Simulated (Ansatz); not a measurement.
# CHBSi (triplet): from Hartree-Fock to the top rungs, cc-pVDZ

How much of the correlation energy of CHBSi (triplet) does each wave-function method recover here?

The runs use Ansatz 0.2.0, Gaussian basis; cc-pVDZ, core rule «outside noble gas», up to 7 orbitals frozen.

The runs, in order: UHF; CCSD(T) on ROHF; CCSD(T) on UHF; BCCD(T) on ROHF; CISD; CCSDT(Q) on ROHF; CCSDT(Q) on UHF; CASSCF and NEVPT2, 10 electrons in 10 orbitals.

20 further runs of the same task are left out: 9 that didn't finish, 11 set aside as unsound or not needed.

## (1) The geometry

The geometry is a PBE0/def2-TZVP stationary point (not a proven minimum).

4 atoms, charge 0, spin multiplicity 3.

Atoms are counted from 1 here; the program's logs count them from 0.

Bond lengths: B1–C2 1.470 Å, B1–Si3 2.018 Å, C2–Si3 1.745 Å, C2–H4 1.084 Å. Angles: C2–B1–Si3 57.5°, B1–C2–Si3 77.2°, B1–C2–H4 130.2°, Si3–C2–H4 152.6°, B1–Si3–C2 45.3°.

Coordinates:

```
B     0.00000   -0.90584    0.96761
C     0.00000    0.56123    0.86843
Si    0.00000    0.06148   -0.80299
H     0.00000    1.31500    1.64800
```

In the tables R marks a restricted open-shell determinant and U an unrestricted one; 'frontier' is the active space of 10 electrons in 10 orbitals; energies count from the table's Hartree-Fock row.

## (2) UHF

Input file in.yaml:

```yaml
crystal:
  periodic: [false, false, false]
  atoms:
    - {symbol: B, position_ang: [0.000000, -0.905839, 0.967609]}
    - {symbol: C, position_ang: [0.000000, 0.561227, 0.868427]}
    - {symbol: Si, position_ang: [0.000000, 0.061485, -0.802988]}
    - {symbol: H, position_ang: [0.000000, 1.315005, 1.647998]}
basis:
  gaussian: {orbitals: cc-pVDZ}
magnetization: {spin_polarized: true, initial_magnetization: 2}
hamiltonian: {xc: hf}
output: {orbitals: {seedname: orbitals}}
```

Launch:

```sh
$ ansatz run in.yaml --threads 1 --pin off --events-out ev --progress --plain --max-ram 2393MiB
```

The log of the run:

```text
Functional definition: HF
  name "HF"
  cite "Fock, Z. Phys. 61, 126 (1930) doi:10.1007/BF01340294"
  parent pbe
  exchange = exact_x
  correlation = 0
494 factors; integrals over basis functions are off by at most 9.4e-4 eV
mean field evaluation 1: about -9573.1527 eV, gradient 1.8e1 eV
mean field evaluation 2: about -9573.2791 eV, gradient 1.8e1 eV
mean field evaluation 4: about -9575.6721 eV, gradient 3.2e0 eV
mean field evaluation 8: about -9576.1224 eV, gradient 6.6e-1 eV
mean field evaluation 16: about -9576.1514 eV, gradient 2.2e-5 eV
mean field -9576.15144175 eV, -351.9170745356 hartree, gradient 2.2e-5 eV, S^2 2.064433; 0 other end points of the search recorded, 0 dependent functions left out
reference -9576.15144175 eV, -351.9170745356 hartree; 14, 12 occupied and 37, 39 virtual orbitals, 494 factors
Total energy: -9576.15144175 eV, -351.9170745356 hartree
```

Run time: 0.39 s. Hardware: 1 thread of Arm Neoverse V2, shared host.

From the report: ⟨S²⟩ of the determinant 2.064 (pure triplet: 2.00).

## (3) CCSD(T) on ROHF

in.yaml, as its differences from that of step 2:

```diff
@@ -9,4 +9,4 @@
   gaussian: {orbitals: cc-pVDZ}
-magnetization: {spin_polarized: true, initial_magnetization: 2}
-hamiltonian: {xc: hf}
-output: {orbitals: {seedname: orbitals}}
+magnetization: {spin_polarized: false, initial_magnetization: 2}
+correlation: {method: ccsd_t, electrons: outside_noble_gas}
+output: {forces: true}
```

Launched as before.

The log of the run (excerpt; [...] marks lines left out):

```text
Functional definition: HF
  name "HF"
  cite "Fock, Z. Phys. 61, 126 (1930) doi:10.1007/BF01340294"
  parent pbe
[...]
494 factors; integrals over basis functions are off by at most 9.4e-4 eV
[...]
mean field -9575.94811078 eV, -351.9096022605 hartree, gradient 2.9e-6 eV, S^2 2.000000; 9 other end points of the search recorded, 0 dependent functions left out
[...]
determinant -9575.94811078 eV, -351.9096022605 hartree, with singles and doubles -9583.89195810 eV, -352.2015332648 hartree
determinant -9574.19813323 eV, -351.8452917715 hartree, with singles and doubles -9581.66127870 eV, -352.1195573090 hartree
determinant -9572.91266263 eV, -351.7980515985 hartree, with singles and doubles -9581.26716056 eV, -352.1050737343 hartree
determinant -9572.87233699 eV, -351.7965696585 hartree, with singles and doubles -9581.27151611 eV, -352.1052337978 hartree
[...]
7 core orbitals not correlated: weight in the atoms' cores, before any rotation towards them, 1.000 or more for the frozen orbitals, at most 0.000 for the correlated occupied ones
reference -9575.94811078 eV, -351.9096022605 hartree; 7, 5 occupied and 37, 39 virtual orbitals, 494 factors
second order -7.11867293 eV of doubles, -0.08739482 eV of singles
cycle   1  -7.94304288 eV  change    8.0e-4 eV  update   3.8e-3
[...]
cycle  11  -7.94606118 eV  change    1.0e-6 eV  update   1.1e-6
perturbative correction -0.42668308 eV, -0.0156803139 hartree
[...]
Total energy: -9584.32085504 eV, -352.2172949368 hartree
Atom 0 at     0.000000    -0.905839     0.967609 Å, force    -0.000000    -1.238234     0.469687 eV/Å
Atom 1 at     0.000000     0.561227     0.868427 Å, force     0.000000     0.934915     0.533984 eV/Å
Atom 2 at     0.000000     0.061485    -0.802988 Å, force     0.000000    -0.059942    -1.361105 eV/Å
Atom 3 at     0.000000     1.315005     1.647998 Å, force    -0.000000     0.363261     0.357434 eV/Å
Dipole moment:     0.000000     0.218238    -0.089934 e Å
```

Run time: 8.5 s. Hardware: 1 thread of Arm Neoverse V2, shared host.

From the report: correlation -8.3727 eV; T1 0.041; largest double amplitude 0.07.

## (4) CCSD(T) on UHF

in.yaml, as its differences from that of step 3:

```diff
@@ -9,3 +9,3 @@
   gaussian: {orbitals: cc-pVDZ}
-magnetization: {spin_polarized: false, initial_magnetization: 2}
+magnetization: {spin_polarized: true, initial_magnetization: 2}
 correlation: {method: ccsd_t, electrons: outside_noble_gas}
```

Launched as before.

The log of the run (excerpt; [...] marks lines left out):

```text
Functional definition: HF
  name "HF"
  cite "Fock, Z. Phys. 61, 126 (1930) doi:10.1007/BF01340294"
  parent pbe
[...]
494 factors; integrals over basis functions are off by at most 9.4e-4 eV
[...]
mean field -9576.15144175 eV, -351.9170745356 hartree, gradient 3.7e-6 eV, S^2 2.064433; 4 other end points of the search recorded, 0 dependent functions left out
determinant -9576.15144175 eV, -351.9170745356 hartree, with singles and doubles -9583.89635279 eV, -352.2016947668 hartree
determinant -9574.30535652 eV, -351.8492321547 hartree, with singles and doubles -9581.66780320 eV, -352.1197970798 hartree
determinant -9573.60169797 eV, -351.8233731803 hartree, with singles and doubles -9581.23514034 eV, -352.1038970132 hartree
determinant -9573.47680881 eV, -351.8187835880 hartree, with singles and doubles -9581.42890025 eV, -352.1110175586 hartree
7 core orbitals not correlated: weight in the atoms' cores, before any rotation towards them, 1.000 or more for the frozen orbitals, at most 0.000 for the correlated occupied ones
reference -9576.15144175 eV, -351.9170745356 hartree; 7, 5 occupied and 37, 39 virtual orbitals, 494 factors
second order -6.95518435 eV of doubles, -0.00000000 eV of singles
cycle   1  -7.74437419 eV  change    5.4e-4 eV  update   3.4e-3
[...]
cycle  12  -7.74754686 eV  change    9.5e-7 eV  update   4.0e-7
perturbative correction -0.41812127 eV, -0.0153656731 hartree
[...]
Total energy: -9584.31710987 eV, -352.2171573043 hartree
Atom 0 at     0.000000    -0.905839     0.967609 Å, force     0.000000    -1.232735     0.473079 eV/Å
Atom 1 at     0.000000     0.561227     0.868427 Å, force     0.000000     0.928139     0.519960 eV/Å
Atom 2 at     0.000000     0.061485    -0.802988 Å, force    -0.000000    -0.055141    -1.350523 eV/Å
Atom 3 at     0.000000     1.315005     1.647998 Å, force     0.000000     0.359738     0.357484 eV/Å
Dipole moment:     0.000000     0.216572    -0.089198 e Å
```

Wall time 6.5 s (1 thread of Arm Neoverse V2, shared host).

From the report: ⟨S²⟩ of the determinant 2.064 (pure triplet: 2.00); correlation -8.1657 eV; T1 0.036; largest double amplitude 0.07.

## (5) BCCD(T) on ROHF

in.yaml, as its differences from that of step 4:

```diff
@@ -9,4 +9,3 @@
   gaussian: {orbitals: cc-pVDZ}
-magnetization: {spin_polarized: true, initial_magnetization: 2}
-correlation: {method: ccsd_t, electrons: outside_noble_gas}
-output: {forces: true}
+magnetization: {spin_polarized: false, initial_magnetization: 2}
+correlation: {method: bccd_t, electrons: outside_noble_gas}
```

Same command.

The log of the run (excerpt; [...] marks lines left out):

```text
Functional definition: HF
  name "HF"
  cite "Fock, Z. Phys. 61, 126 (1930) doi:10.1007/BF01340294"
  parent pbe
[...]
494 factors; integrals over basis functions are off by at most 9.4e-4 eV
[...]
mean field -9575.94811078 eV, -351.9096022605 hartree, gradient 2.9e-6 eV, S^2 2.000000; 9 other end points of the search recorded, 0 dependent functions left out
[...]
determinant -9575.94811078 eV, -351.9096022605 hartree, with singles and doubles -9583.89195810 eV, -352.2015332648 hartree
determinant -9574.19813323 eV, -351.8452917715 hartree, with singles and doubles -9581.66127870 eV, -352.1195573090 hartree
determinant -9572.91266263 eV, -351.7980515985 hartree, with singles and doubles -9581.26716056 eV, -352.1050737343 hartree
determinant -9572.87233699 eV, -351.7965696585 hartree, with singles and doubles -9581.27151611 eV, -352.1052337978 hartree
determinant -9572.83921029 eV, -351.7953522747 hartree, with singles and doubles -9581.30510249 eV, -352.1064680748 hartree
7 core orbitals not correlated: weight in the atoms' cores, before any rotation towards them, 1.000 or more for the frozen orbitals, at most 0.000 for the correlated occupied ones
reference -9575.94811078 eV, -351.9096022605 hartree; 7, 5 occupied and 37, 39 virtual orbitals, 494 factors
second order -7.11867293 eV of doubles, -0.08739482 eV of singles
cycle   1  -7.92321801 eV  change    2.1e-2 eV  update   1.7e-2
[...]
cycle  11  -7.92484327 eV  change   -7.4e-6 eV  update   1.4e-5
perturbative correction -0.45425637 eV, -0.0166936135 hartree
Total energy: -9584.32721042 eV, -352.2175284927 hartree
```

Run time: 5.5 s. Hardware: 1 thread of Arm Neoverse V2, shared host.

From the report: correlation -8.3791 eV; largest double amplitude 0.07.

## (6) CISD

in.yaml, as its differences from that of step 5:

```diff
@@ -10,2 +10,2 @@
 magnetization: {spin_polarized: false, initial_magnetization: 2}
-correlation: {method: bccd_t, electrons: outside_noble_gas}
+correlation: {active_space: {ras: {orbitals: [5, 2, 37], electrons: 12, max_holes: 2, max_particles: 2}, fixed_orbitals: true}}
```

Launched as before.

The log of the run:

```text
Functional definition: HF
  name "HF"
  cite "Fock, Z. Phys. 61, 126 (1930) doi:10.1007/BF01340294"
  parent pbe
  exchange = exact_x
  correlation = 0
494 factors; integrals over basis functions are off by at most 9.4e-4 eV
mean field evaluation 1: about -9573.2344 eV, gradient 2.3e1 eV
mean field evaluation 2: about -9573.3573 eV, gradient 2.3e1 eV
mean field evaluation 4: about -9575.5669 eV, gradient 4.1e0 eV
mean field evaluation 8: about -9575.9191 eV, gradient 9.1e-1 eV
mean field evaluation 16: about -9575.9481 eV, gradient 2.6e-6 eV
mean field evaluation 32: about -9574.1981 eV, gradient 1.6e-6 eV
mean field evaluation 64: about -9574.1899 eV, gradient 1.9e-1 eV
mean field -9575.94811078 eV, -351.9096022605 hartree, gradient 2.9e-6 eV, S^2 2.000000; 6 other end points of the search recorded, 0 dependent functions left out
reference -9575.94811078 eV, -351.9096022605 hartree; 14, 12 occupied and 37, 39 virtual orbitals, 494 factors
state -9583.09134822 eV, -352.1721113944 hartree
Total energy: -9583.09134822 eV, -352.1721113944 hartree
```

Run time: 3.1 s. Hardware: 1 thread of Arm Neoverse V2, shared host.

From the report: 156,594 determinants.

## (7) CCSDT(Q) on ROHF

in.yaml, as its differences from that of step 6:

```diff
@@ -10,2 +10,2 @@
 magnetization: {spin_polarized: false, initial_magnetization: 2}
-correlation: {active_space: {ras: {orbitals: [5, 2, 37], electrons: 12, max_holes: 2, max_particles: 2}, fixed_orbitals: true}}
+correlation: {method: ccsdt_q, electrons: outside_noble_gas}
```

The command is unchanged.

The log of the run (excerpt; [...] marks lines left out):

```text
Functional definition: HF
  name "HF"
  cite "Fock, Z. Phys. 61, 126 (1930) doi:10.1007/BF01340294"
  parent pbe
[...]
974 factors; integrals over basis functions are off by at most 1.8e-7 eV
[...]
mean field -9575.94816158 eV, -351.9096041272 hartree, gradient 2.3e-6 eV, S^2 2.000000; 9 other end points of the search recorded, 0 dependent functions left out
[...]
determinant -9575.94816158 eV, -351.9096041272 hartree, with singles and doubles -9583.89200964 eV, -352.2015351589 hartree
determinant -9574.19817936 eV, -351.8452934668 hartree, with singles and doubles -9581.66132931 eV, -352.1195591687 hartree
determinant -9572.91272040 eV, -351.7980537216 hartree, with singles and doubles -9581.26725079 eV, -352.1050770502 hartree
determinant -9572.87239577 eV, -351.7965718187 hartree, with singles and doubles -9581.27157686 eV, -352.1052360306 hartree
determinant -9572.83926842 eV, -351.7953544109 hartree, with singles and doubles -9581.30515461 eV, -352.1064699901 hartree
7 core orbitals not correlated: weight in the atoms' cores, before any rotation towards them, 1.000 or more for the frozen orbitals, at most 0.000 for the correlated occupied ones
reference -9575.94816158 eV, -351.9096041272 hartree; 7, 5 occupied and 37, 39 virtual orbitals, 974 factors
second order -7.11869488 eV of doubles, -0.08739487 eV of singles
cycle   1  -7.53610596 eV  change   -3.3e-1 eV  update   1.1e-1
[...]
cycle  19  -8.41050956 eV  change    1.2e-6 eV  update   1.1e-6
perturbative correction -0.03675940 eV, -0.0013508830 hartree
Total energy: -9584.39543053 eV, -352.2200355355 hartree
```

It took 45 s on 1 thread of Arm Neoverse V2, shared host; peak memory 0.68 GiB.

From the report: correlation -8.4473 eV; T1 0.045; largest double amplitude 0.08.

## (8) CCSDT(Q) on UHF

in.yaml, as its differences from that of step 7:

```diff
@@ -9,3 +9,3 @@
   gaussian: {orbitals: cc-pVDZ}
-magnetization: {spin_polarized: false, initial_magnetization: 2}
+magnetization: {spin_polarized: true, initial_magnetization: 2}
 correlation: {method: ccsdt_q, electrons: outside_noble_gas}
```

Launched as before.

The log of the run (excerpt; [...] marks lines left out):

```text
Functional definition: HF
  name "HF"
  cite "Fock, Z. Phys. 61, 126 (1930) doi:10.1007/BF01340294"
  parent pbe
[...]
974 factors; integrals over basis functions are off by at most 1.8e-7 eV
[...]
mean field -9576.15149275 eV, -351.9170764099 hartree, gradient 3.7e-6 eV, S^2 2.064433; 4 other end points of the search recorded, 0 dependent functions left out
determinant -9576.15149275 eV, -351.9170764099 hartree, with singles and doubles -9583.89640446 eV, -352.2016966657 hartree
determinant -9574.30540277 eV, -351.8492338543 hartree, with singles and doubles -9581.66785420 eV, -352.1197989541 hartree
determinant -9573.60175802 eV, -351.8233753867 hartree, with singles and doubles -9581.23519813 eV, -352.1038991368 hartree
determinant -9573.47685946 eV, -351.8187854494 hartree, with singles and doubles -9581.42895091 eV, -352.1110194200 hartree
7 core orbitals not correlated: weight in the atoms' cores, before any rotation towards them, 1.000 or more for the frozen orbitals, at most 0.000 for the correlated occupied ones
reference -9576.15149275 eV, -351.9170764099 hartree; 7, 5 occupied and 37, 39 virtual orbitals, 974 factors
second order -6.95520518 eV of doubles, -0.00000000 eV of singles
cycle   1  -7.31846896 eV  change   -3.6e-1 eV  update   1.1e-1
[...]
cycle  20  -8.20835114 eV  change   -9.6e-7 eV  update   8.5e-7
perturbative correction -0.03981607 eV, -0.0014632135 hartree
Total energy: -9584.39965996 eV, -352.2201909641 hartree
```

Wall time 39 s (1 thread of Arm Neoverse V2, shared host); peak memory 0.54 GiB.

From the report: ⟨S²⟩ of the determinant 2.064 (pure triplet: 2.00); correlation -8.2482 eV; T1 0.041; largest double amplitude 0.08.

## (9) CASSCF and NEVPT2, 10 electrons in 10 orbitals

in.yaml, as its differences from that of step 8:

```diff
@@ -9,3 +9,3 @@
   gaussian: {orbitals: cc-pVDZ}
-magnetization: {spin_polarized: true, initial_magnetization: 2}
-correlation: {method: ccsdt_q, electrons: outside_noble_gas}
+magnetization: {spin_polarized: false, initial_magnetization: 2}
+correlation: {method: sc_nevpt2, electrons: outside_noble_gas, active_space: {window: {electrons: 10, orbitals: 10}}}
```

Same command.

The log of the run:

```text
Functional definition: HF
  name "HF"
  cite "Fock, Z. Phys. 61, 126 (1930) doi:10.1007/BF01340294"
  parent pbe
  exchange = exact_x
  correlation = 0
494 factors; integrals over basis functions are off by at most 9.4e-4 eV
mean field evaluation 1: about -9573.2344 eV, gradient 2.3e1 eV
mean field evaluation 2: about -9573.3573 eV, gradient 2.3e1 eV
mean field evaluation 4: about -9575.5669 eV, gradient 4.1e0 eV
mean field evaluation 8: about -9575.9191 eV, gradient 9.1e-1 eV
mean field evaluation 16: about -9575.9481 eV, gradient 2.6e-6 eV
mean field evaluation 32: about -9574.1981 eV, gradient 1.6e-6 eV
mean field evaluation 64: about -9574.1899 eV, gradient 1.9e-1 eV
mean field -9575.94811078 eV, -351.9096022605 hartree, gradient 2.9e-6 eV, S^2 2.000000; 6 other end points of the search recorded, 0 dependent functions left out
reference -9575.94811078 eV, -351.9096022605 hartree; 14, 12 occupied and 37, 39 virtual orbitals, 494 factors
state -9578.53854182 eV, -352.0047988452 hartree
state -9578.53854182 eV, -352.0047988452 hartree; corrected -9583.12001570 eV, -352.1731649051 hartree
Total energy: -9583.12001570 eV, -352.1731649051 hartree
```

Run time: 14 s. Hardware: 1 thread of Arm Neoverse V2, shared host.

From the report: 31,752 determinants; active occupations 1.99, 1.96, 1.96, 1.93, 1.01, 1.00, 0.06, 0.04, 0.04, 0.02.

## (10) All levels against the top one

The yardstick is UCCSDT(Q), where the cluster series has nearly closed. Rows without a time come out of other runs: HF, MP2 and CCSD of CCSD(T), CCSDT of CCSDT(Q), CASSCF and MRCISD of the multireference runs. The times of RCCSD(T), UCCSD(T) include forces.

Differences are taken before rounding.

```csv
method,energy from the lowest RHF (kcal/mol),from UCCSDT(Q) (kcal/mol),time
RHF,0.00,+194.90,
UHF,-4.69,+190.21,
RMP2,-166.18,+28.72,
UMP2,-165.08,+29.82,
CISD,-164.73,+30.17,3.1 s
RCCSD,-183.24,+11.66,
UCCSD,-183.35,+11.55,
RCCSD(T),-193.08,+1.82,8.5 s
UCCSD(T),-192.99,+1.90,6.5 s
BCCD(T),-193.23,+1.67,5.5 s
RCCSDT,-193.95,+0.95,
UCCSDT,-193.98,+0.92,
RCCSDT(Q),-194.80,+0.10,45 s
UCCSDT(Q),-194.90,0,39 s
CASSCF frontier,-59.74,+135.16,
NEVPT2 frontier,-165.39,+29.51,14 s
```

Among the levels timed on like hardware and quicker than the yardstick, those that no quicker one beats, quickest first: CISD (3.1 s, +30.17 kcal/mol); BCCD(T) (5.5 s, +1.67 kcal/mol).

With the free atoms at the same levels and basis (separate runs), the atomisation energy is 12.379 eV at UCCSDT(Q), 12.333 eV at RCCSD(T), 12.327 eV at UCCSD(T), 9.657 eV at RHF.

## (11) Outcome

```
                         quantity                      value
   UCCSDT(Q) below the RHF energy                 -8.4515 eV
              RMP2 from UCCSDT(Q)            +28.72 kcal/mol
              UMP2 from UCCSDT(Q)            +29.82 kcal/mol
             RCCSD from UCCSDT(Q)            +11.66 kcal/mol
          RCCSD(T) from UCCSDT(Q)             +1.82 kcal/mol
          UCCSD(T) from UCCSDT(Q)             +1.90 kcal/mol
         RCCSDT(Q) from UCCSDT(Q)             +0.10 kcal/mol
   NEVPT2 frontier from UCCSDT(Q)            +29.51 kcal/mol
levels within 1 kcal/mol (43 meV)  RCCSDT, UCCSDT, RCCSDT(Q)
                    T1 diagnostic                      0.041
```

RCCSD(T) lands +1.82 kcal/mol from the yardstick (0.9 % of the correlation energy). These misses are within one basis, not against nature; the frozen cores of restricted and unrestricted runs differ, which can shift their rows.

For cost: BCCD(T) gets within 1.67 kcal/mol in 5.5 s, where UCCSDT(Q) took 39 s; the quickest level in the cost chart, CISD, takes 3.1 s and misses by 30.17 kcal/mol.
